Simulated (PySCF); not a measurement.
Molecule: `InChI=1S/C5H7F/c1-2-3-4-5-6/h2,4-5H,1,3H2/b5-4+`.

Numbering as in the mapped SMILES `[CH2:1]=[CH:2][CH2:3]/[CH:4]=[CH:5]/[F:6]` (H(Xn): hydrogen on atom n). Ha(C1) is cis to C3; Hb(C1) is trans to C3.

Spin–spin couplings on one PBE0-D3(BJ)/def2-SVP geometry, PySCF, gas phase, non-relativistic, equivalent pairs averaged (spin–dipole term only in couplings to heteroatoms); isotopes 13C, 19F, 1H; functional B3LYP.

How do the couplings (Hz) change with the basis set? Times are CPU seconds on shared hosts with different chips, so compare them loosely. Far from the basis limit: 6-31G*, pcJ-0, def2-TZVP, cc-pVTZ.

Answers


```tsv
basis set	functions	1J(C5,F6)	1J(C5,H(C5))	1J(C1,Hb(C1))	1J(C1,Ha(C1))	1J(C4,H(C4))	1J(C2,H(C2))	1J(C3,H(C3))	core-s
6-31G*	98	-239.3	193.6	168.1	165.3	163.9	160.0	147.3	19
pcJ-0	99	-425.1	179.1	148.6	144.3	145.3	142.7	115.2	7.6
def2-TZVP	228	-366.4	193.6	160.6	156.2	155.3	154.0	125.6	27
cc-pVTZ	278	-333.7	181.8	153.4	148.8	146.8	145.5	115.7	83
```

The Fermi-contact term samples the wavefunction at the nucleus, which is why sets with added tight s functions (names with J) are made for couplings.
